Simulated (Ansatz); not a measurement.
# AlH2Mg: the cost of one run

Computed with Ansatz 0.2.0, Gaussian basis. Level: def2-QZVPP, all electrons in the functionals.

To be run: PBE, BLYP, r2SCAN, B97M-V, PBE0, B3LYP, at charge 0, quartet; charge 0, doublet; charge 0, sextet; charge 1, triplet; charge 1, quintet.

**1. What is computed**

The geometry is a PBE0/def2-TZVP stationary point (not a proven minimum).

4 atoms, charge 0, spin multiplicity 4.

Atoms are counted from 1 here; the program's logs count them from 0.

Bond lengths: Al1–H3 1.585 Å, Al1–H4 1.685 Å, Mg2–H4 1.892 Å. Angles: H3–Al1–H4 120.6°, Al1–H4–Mg2 97.5°.

No dispersion term is added; B97M-V holds VV10 nonlocal correlation. B3LYP takes the VWN-RPA correlation.

The geometry shown and the zero of energy belong to the point charge 0, quartet. The yardstick, UCCSD(T), and other wave-function levels (R restricted, U unrestricted, valence and pair active spaces) come from earlier runs.

**2. PBE, charge 0, quartet**

Input file in.yaml:

```yaml
crystal:
  periodic: [false, false, false]
  atoms:
    - {symbol: Al, position_ang: [0.000000, 0.056189, 1.220938]}
    - {symbol: Mg, position_ang: [0.000000, -0.001415, -1.471349]}
    - {symbol: H, position_ang: [0.000000, -0.327222, 2.759073]}
    - {symbol: H, position_ang: [0.000000, -1.142799, 0.037065]}
basis:
  gaussian: {orbitals: "def2-QZVPP.json"}
magnetization: {spin_polarized: true, initial_magnetization: 3}
hamiltonian: {xc: {name: PBE}}
output: {orbitals: {seedname: orbitals}}
```

Launch:

```console
> ansatz run in.yaml --threads 1 --pin off --events-out ev --progress --plain --max-ram 2393MiB
```

**Question.** How long does this run take on 1 thread of Arm Neoverse V2, shared host?

About 5.5 s.
